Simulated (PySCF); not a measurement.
# LiSi (quartet) at other levels of theory

What do other methods print for LiSi (quartet)?

Computed with PySCF 2.14.0. Level: method and basis as typed in the scripts.

3 further runs of the same task are left out: 3 that didn't finish.

### 1 Where the work starts

LiSi (quartet): 2 atoms, charge 0, spin multiplicity 4.

Bond lengths: Li1–Si2 2.760 Å.

### 2 Base script

File input.py:

```python
from pyscf import gto, scf, mcscf, mrpt

mol = gto.M(
    atom='Li 0 0 0; Si 0 0 2.76',
    basis='jorge-dzp',
    charge=0,
    spin=3,
    verbose=4,
)
mf = scf.ROHF(mol)
mf.kernel()
mc = mcscf.CASSCF(mf, 5, 5)
mc.kernel()
mc.analyze()
mrpt.NEVPT(mc).kernel()
mf.dip_moment()
print('orbital energies (hartree):', mf.mo_energy[..., max(0, mol.nelec[1]-3):mol.nelec[0]+3].round(4))
```

Launch:

```bash
OMP_NUM_THREADS=1 python input.py
```

### 3 Frequency run (UHF)

Run 1 changes step after the SCF: nevpt2 → frequency; SCF type: ROHF → UHF.

File input.py:

```python
from pyscf import gto, scf
from pyscf.hessian import thermo

mol = gto.M(
    atom='Li 0 0 0; Si 0 0 2.76',
    basis='jorge-dzp',
    charge=0,
    spin=3,
    verbose=4,
)
mf = scf.UHF(mol)
mf.kernel()
hess = mf.Hessian().kernel()
print('wavenumber (cm^-1) =', thermo.harmonic_analysis(mol, hess)['freq_wavenumber'].round(1))
mf.dip_moment()
print('orbital energies (hartree):', [e[max(0, n-3):n+3].round(4) for e, n in zip(mf.mo_energy, mol.nelec)])
```

### 4 Population analysis

Run 2 changes step after the SCF: nevpt2 → analyze.

File input.py:

```python
from pyscf import gto, scf

mol = gto.M(
    atom='Li 0 0 0; Si 0 0 2.76',
    basis='jorge-dzp',
    charge=0,
    spin=3,
    verbose=4,
)
mf = scf.ROHF(mol)
mf.kernel()
mf.analyze()
print('orbital energies (hartree):', mf.mo_energy[..., max(0, mol.nelec[1]-3):mol.nelec[0]+3].round(4))
```

### 5 EOM-EA

Run 3 changes step after the SCF: nevpt2 → eomea; frozen orbitals: none → 5; number of roots: none → 6.

File input.py:

```python
from pyscf import gto, scf, cc

mol = gto.M(
    atom='Li 0 0 0; Si 0 0 2.76',
    basis='jorge-dzp',
    charge=0,
    spin=3,
    verbose=4,
)
mf = scf.ROHF(mol)
mf.kernel()
mycc = cc.CCSD(mf, frozen=5)
mycc.kernel()
e = mycc.eaccsd(nroots=6)[0]
print('roots (eV) =', (e*27.211386).round(3))
mf.dip_moment()
print('orbital energies (hartree):', mf.mo_energy[..., max(0, mol.nelec[1]-3):mol.nelec[0]+3].round(4))
```

### 6 Geometry optimisation

Run 4 changes step after the SCF: nevpt2 → optimize.

File input.py:

```python
from pyscf import gto, scf
from pyscf.geomopt.geometric_solver import optimize

mol = gto.M(
    atom='Li 0 0 0; Si 0 0 2.76',
    basis='jorge-dzp',
    charge=0,
    spin=3,
    verbose=4,
)
mf = scf.ROHF(mol)
mf.kernel()
mol_eq = optimize(mf, maxsteps=30)
print('optimised geometry (angstrom)')
print(mol_eq.tostring('raw'))
print('orbital energies (hartree):', mf.mo_energy[..., max(0, mol.nelec[1]-3):mol.nelec[0]+3].round(4))
```

What does the calculation give? Wanted: for each run, E(SCF); from base; gap, α spin; SCF dipole; after the SCF.

**Answer**, as computed:

| run | E(SCF) (hartree) | from base (eV) | cycles | gap, α spin (eV) | SCF dipole (D) | after the SCF |
| --- | --- | --- | --- | --- | --- | --- |
| base | -296.318112 | 0 | 12 | n/a | 7.73 | NEVPT2 correlation -4.078 eV (from the SCF energy, the CASSCF gain included) |
| frequency run (UHF) | -296.318885 | -0.0211 | 12 | 6.02 | 7.62 | highest mode 232 cm⁻¹ |
| population analysis | -296.318112 | 0.0000 | 12 | n/a | 7.73 | n/a |
| EOM-EA | -296.318112 | 0.0000 | 12 | n/a | 7.73 | CCSD correlation -2.424 eV, core frozen, first root -0.83 eV |
| geometry optimisation | -296.318112 | 0.0000 | 12 | n/a | n/a | bond 2.408 Å, -0.177 eV |

SCF columns refer to the geometry typed in the script.

**Reading.** Total energies from different bases, Hamiltonians or methods carry different errors, so properties are taken as differences within one set-up.
